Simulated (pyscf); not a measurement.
Four-centre exchange: Cl–SnH(Cl)–Cl (SMILES [Cl][SnH]([Cl])[Cl]) + H₂O (SMILES O) -> HCl (SMILES Cl) + HO–SnH(Cl)–Cl (SMILES [OH][SnH]([Cl])[Cl])

Gas phase, singlet surface, charge 0. Bonds broken: Cl1–Sn2, O6–H7. Bonds formed: Cl1–H7, Sn2–O6. Optimised with ωB97X-D3(BJ)/def2-SVP in PySCF.

Transition state (Å):

```xyz
8

Cl     0.2159     1.7581     0.9058
Sn    -1.3669    -0.2421    -0.2993
Cl    -1.8239    -1.9334    -1.8583
Cl    -3.1464     1.2077    -0.4979
H     -1.1048    -1.0441     1.1569
O      0.1827     0.5089    -1.4044
H      0.5809     1.2662    -0.4324
H      0.6327    -0.0454    -2.0574
```

One imaginary mode, 650i cm⁻¹; descent along it reached the two sides named, in the forms told below.

```json
[
 {"bond": "Cl1–Sn2", "change": "breaks", "reactant side (Å)": "2.354", "saddle": "2.8", "product side": "3.2"},
 {"bond": "O6–H7", "change": "breaks", "reactant side (Å)": "0.969", "saddle": "1.295", "product side": "1.781"},
 {"bond": "Cl1–H7", "change": "forms", "reactant side (Å)": "2.557", "saddle": "1.472", "product side": "1.309"},
 {"bond": "Sn2–O6", "change": "forms", "reactant side (Å)": "2.461", "saddle": "2.046", "product side": "1.986"}
]
```

Electronic energies relative to the separated reactants (kcal/mol):

| level | barrier | reaction energy | reverse barrier |
|---|---|---|---|
| ωB97X-D3(BJ)/def2-TZVP | 14.6 | +15.8 | -1.2 |
| PBE/def2-TZVP | 11.7 | +13.0 | -1.3 |
| r²SCAN/def2-TZVP | 11.1 | +13.3 | -2.2 |
| B3LYP-D3(BJ)/def2-TZVP | 13.8 | +13.9 | -0.1 |
| PBE0-D3(BJ)/def2-TZVP | 12.9 | +14.8 | -1.9 |
| M06-2X/def2-TZVP | 12.4 | +13.6 | -1.2 |
| ωB97M-D3(BJ)/def2-TZVP | 14.8 | +13.5 | 1.3 |
| HF/def2-TZVP | 29.3 | +15.1 | 14.1 |

With ωB97M-D3(BJ)/def2-TZVP energies and thermal terms (ideal gas, 1 atm, RRHO with modes under 100 cm⁻¹ raised to 100, one conformer, R ln 2 for chiral ones without a mode under 150 cm⁻¹), in kcal/mol:

```csv
T (K),ΔH‡,ΔG‡,ΔH,ΔG
298,12.4,22.7,+11.8,+11.3
600,12.7,33.0,+12.2,+10.6
900,13.5,43.0,+12.6,+9.7
1200,14.4,52.7,+13.1,+8.7
```

On the reactant side the descent ends in an adduct with a O–Sn contact (not fully relaxed), 6.3 kcal/mol under the separated species and 20.9 kcal/mol under the saddle at ωB97X-D3(BJ)/def2-TZVP. On the product side the descent ends in a complex, 6.5 kcal/mol under the separated species and 5.3 kcal/mol under the saddle at ωB97X-D3(BJ)/def2-TZVP. At ωB97X-D3(BJ)/def2-TZVP, PBE, r²SCAN, B3LYP-D3(BJ), PBE0-D3(BJ), M06-2X the saddle lies under the separated products, which points to a path from their complex (located at ωB97X-D3(BJ) alone), and parting the products costs more than the saddle. What is counted as formed (O–Sn) is already present as a longer contact in the reactant adduct; forming that adduct is a step of its own. This is the saddle that the search found; another between the same sides may lie lower. Elements past Kr carry the def2 core potentials, without spin-orbit coupling.
